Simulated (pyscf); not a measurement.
H₃C–AlH–OH + silane (SiH₄) → H₃C–AlH₂ + silanol (HO–SiH₃) (four-centre exchange; singlet surface; Al–O, H–Si broken, Al–H, O–Si formed). Optimised with ωB97X-D3(BJ)/def2-SVP in PySCF. Energies in kcal/mol from the separated reactants.

| level | barrier | reaction energy |
|---|---|---|
| ωB97X-D3(BJ)/def2-TZVP | 1.7 | +15.3 |
| PBE/def2-TZVP | 5.2 | +16.2 |
| r²SCAN/def2-TZVP | 3.5 | +16.2 |
| B3LYP-D3(BJ)/def2-TZVP | 5.8 | +15.8 |
| ωB97M-D3(BJ)/def2-TZVP | … | +15.3 |
| HF/def2-TZVP | … | … |

Task: Fill in the missing entries.

Result: 
- ωB97M-D3(BJ)/def2-TZVP, barrier: 4.9
- HF/def2-TZVP, barrier: 15.6
- HF/def2-TZVP, reaction energy: +13.3

On the reactant side the descent ends in a complex, 5.7 kcal/mol under the separated species and 7.3 kcal/mol under the saddle at ωB97X-D3(BJ)/def2-TZVP. On the product side the descent ends in an adduct with a Al–O contact, 22.5 kcal/mol under the separated species and 8.9 kcal/mol under the saddle at ωB97X-D3(BJ)/def2-TZVP. At ωB97X-D3(BJ)/def2-TZVP, PBE, r²SCAN, B3LYP-D3(BJ), ωB97M-D3(BJ) the saddle lies under the separated products, which points to a path from their complex (located at ωB97X-D3(BJ) alone), and parting the products costs more than the saddle. What is counted as broken (Al–O) persists as a longer contact in the product adduct; parting that adduct is a step of its own. At the saddle there is also a short Al–Si contact that neither side keeps. This is the saddle that the search found; another between the same sides may lie lower.
